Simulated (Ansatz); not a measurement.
# CHSi (doublet): the correlation ladder at distance Si1–C2 = 1.683 Å, 6-31G

How much of the correlation energy of CHSi (doublet) does each wave-function method recover here?

Computed with Ansatz 0.2.0, Gaussian basis. Level: 6-31G, core rule «outside noble gas», up to 6 orbitals frozen.

Plan: UHF; CCSD(T) on ROHF; CCSD(T) on UHF; BCCD(T) on ROHF; CISD; CCSDT(Q) on ROHF; CCSDT(Q) on UHF; CCSDTQ on ROHF; CASSCF and MRCISD+Q, 3 electrons in 3 orbitals; CASSCF and NEVPT2, 3 electrons in 3 orbitals; CASSCF and MRCISD+Q, 9 electrons in 9 orbitals; CASSCF and NEVPT2, 9 electrons in 9 orbitals; Full CI.

24 further runs of the same task are left out: 1 for a mislabelled method, 5 for a known fault of the program, 16 that didn't finish, 2 set aside as unsound or not needed.

### Step 1. The system

The geometry derives from a PBE0/def2-TZVP stationary point (not a proven minimum). One bond is set to the value named and the two fragments are kept rigid.

3 atoms, charge 0, spin multiplicity 2.

Atoms are counted from 1 here; the program's logs count them from 0.

Bond lengths: Si1–C2 1.682 Å, C2–H3 1.079 Å. Angles: Si1–C2–H3 180.0°.

### Step 2. UHF

in.yaml

```yaml
crystal:
  periodic: [false, false, false]
  atoms:
    - {symbol: Si, position_ang: [0.000000, 0.000000, 1.481442]}
    - {symbol: C, position_ang: [0.000000, 0.000000, -0.201009]}
    - {symbol: H, position_ang: [0.000000, 0.000000, -1.280432]}
basis:
  gaussian: {orbitals: 6-31G}
magnetization: {spin_polarized: true, initial_magnetization: 1}
hamiltonian: {xc: hf}
output: {orbitals: {seedname: orbitals}}
```

Command:

```console
ansatz run in.yaml --threads 1 --pin off --events-out ev --progress --plain --max-ram 2393MiB
```

After this run come: CCSD(T) on ROHF; CCSD(T) on UHF; BCCD(T) on ROHF; CISD; CCSDT(Q) on ROHF; CCSDT(Q) on UHF; CCSDTQ on ROHF; CASSCF and MRCISD+Q, 3 electrons in 3 orbitals; CASSCF and NEVPT2, 3 electrons in 3 orbitals; CASSCF and MRCISD+Q, 9 electrons in 9 orbitals; CASSCF and NEVPT2, 9 electrons in 9 orbitals; Full CI.

Q: Predict the results of all the runs planned. Wanted: FCI below the RHF energy; RMP2 from FCI; UMP2 from FCI; RCCSD from FCI; RCCSD(T) from FCI; UCCSD(T) from FCI; RCCSDT(Q) from FCI; UCCSDT(Q) from FCI; MRCISD+Q pair from FCI.

**Answer**, as computed:

| quantity | value |
| --- | --- |
| FCI below the RHF energy | -4.0385 eV |
| RMP2 from FCI | +732.9 meV |
| UMP2 from FCI | +1177.4 meV |
| RCCSD from FCI | +182.1 meV |
| RCCSD(T) from FCI | +43.4 meV |
| UCCSD(T) from FCI | +49.6 meV |
| RCCSDT(Q) from FCI | +2.1 meV |
| UCCSDT(Q) from FCI | +1.2 meV |
| MRCISD+Q pair from FCI | +73.7 meV |
| NEVPT2 valence from FCI | +301.6 meV |
| MRCISD+Q valence from FCI | +17.2 meV |
| levels within 1 kcal/mol (43 meV) | RCCSDT, UCCSDT, RCCSDT(Q), UCCSDT(Q), RCCSDTQ, MRCISD valence, MRCISD+Q valence |
| T1 diagnostic | 0.025 |
| effectively unpaired electrons | 1.13 |

RCCSD(T) misses by +43.4 meV, 1.1 % of the correlation energy. One determinant dominates. Of the multireference levels listed MRCISD+Q valence comes nearest in total energy (+17.2 meV), which doesn't show that its space is the better one. These misses are within one basis, not against nature; the frozen cores of restricted and unrestricted runs differ, which can shift their rows.
